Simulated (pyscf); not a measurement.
Single points on ωB97X-D3(BJ)/def2-SVP structures (PySCF, gas phase). Correlated levels are frozen-core, on RHF or UHF. ΔMP2 is the change of the MP2 total energy from the triple- to the quadruple-zeta basis.

Q: Estimate the classical barrier height and the reaction energy of Cl–Ga [singlet] + hydrogen fluoride (HF) → F–Ga [singlet] + hydrogen chloride (HCl) at CCSD(T)/def2-TZVPP + ΔMP2(QZVPP). The step runs on the singlet surface, breaks Cl–Ga, F–H and forms F–Ga, Cl–H; take the separated reactants as zero.

A: ΔE‡ = 0.21 eV, ΔE = +0.22 eV. Zero-point energy shifts the barrier by -0.04 eV. It is a four-centre exchange, with an imaginary mode of 411i cm⁻¹. On the reactant side the descent ends in a bound adduct, 0.35 eV under the separated species and 0.47 eV under the saddle at ωB97X-D3(BJ)/def2-TZVP. On the product side the descent ends in a complex, 0.31 eV under the separated species and 0.15 eV under the saddle at ωB97X-D3(BJ)/def2-TZVP. At CCSD(T) the saddle lies under the separated products, which points to a path from their complex (located at ωB97X-D3(BJ) alone), and parting the products costs more than the saddle. At ωB97X-D3(BJ) the barrier from the zero used here is 0.12 eV. This is the saddle that the search found; another between the same sides may lie lower. The CCSD(T) − MP2 part came from Ansatz, without density fitting, on the same reference. The frozen core leaves the outer d or s,p core shells of the metals and heavy elements correlated in the MP2 and CC values, and def2-TZVPP describes them poorly, which can shift differences by a few kcal/mol. Elements up to Kr have no core potential and no relativistic terms here.
